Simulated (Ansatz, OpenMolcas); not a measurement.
## How methods differ on BH2 (boron dihydride)

BH2, doublet, SMILES `[BH2]`. Each level relaxes the structure for itself.

Each level gives the highest harmonic wavenumber at each level's own minimum (cm⁻¹). The values are calculated.

```csv
level,kind,program,value (cm⁻¹)
UHF/3-21G,Hartree–Fock,OpenMolcas,2861
UHF/6-31G* (Cartesian functions),Hartree–Fock,OpenMolcas,2866
UHF/cc-pVTZ,Hartree–Fock,OpenMolcas,2819
UB3LYP/6-31G* (Cartesian functions),global hybrid,OpenMolcas,2770
UPBE0/def2-SVP,global hybrid,OpenMolcas,?
UPBE0-D4/def2-TZVP,global hybrid,Ansatz,?
```

Question: Estimate what the levels marked ? give.

Answer: As computed at these levels: UPBE0/def2-SVP: 2761 cm⁻¹; UPBE0-D4/def2-TZVP: 2757 cm⁻¹. Harmonic and unscaled. The values span 2757 to 2866 cm⁻¹.
